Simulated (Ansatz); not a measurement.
Basis or method: vertical detachment to the doublet of SnH⁻

SnH⁻, triplet; coordinates (Å): Sn 0.000 0.000 0.000; H 0.000 0.000 1.811. Quantity: vertical detachment to the doublet.

Ansatz 0.2.0, basis def2-SVPD or def2-TZVPD; geometries are PBE0/def2-TZVP minima. Wave-function levels freeze the cores with the filled d shells of p-block atoms; HF, MP2 and coupled cluster are restricted for singlets and unrestricted otherwise, restricted open-shell where a d shell is frozen, Kohn–Sham unrestricted where that lies lower. MRCISD+Q stands on CASSCF in the full valence space. The reference is full CI, exact within the basis. Semilocal and hybrid functionals correlate all electrons outside any core potential and usually lie nearer their basis limit than the reference, so part of their error here is the reference's basis and frozen-core error; RPA and the MP2 part of double hybrids freeze the same cores as the reference. None of these values is a measured one. Energies are electronic, without zero-point terms. No spin–orbit coupling; scalar relativity only by core potentials past Kr. The species are chosen: bound, without strong static correlation by their natural occupations or amplitudes, in their lowest spin state as far as vertical gaps and like structures tell, with only the lowest ion state computed, without the heavier p-block dimers whose ³Σ⁻ and ³Π states nearly coincide, and with a ladder that closes on the reference, so errors are smaller than for species at large; levels whose determinant breaks symmetry or spin markedly are left out.

```tsv
level	def2-SVPD (eV)	def2-TZVPD (eV)
reference	0.963 (full CI)	1.190 (full CI)
CCSD(T)	0.957	1.182
CCSDT	0.961	1.188
MRCISD+Q	0.968	1.177
PBE	1.056	1.230
B3LYP	1.027	1.204
B2PLYP	0.944	1.121
RPA-PBE	1.008	1.293
```

From def2-SVPD to def2-TZVPD the reference moves by 0.227 eV and PBE by 0.174; the step from CCSD(T) to the reference is 0.005 in the first and 0.008 in the last.
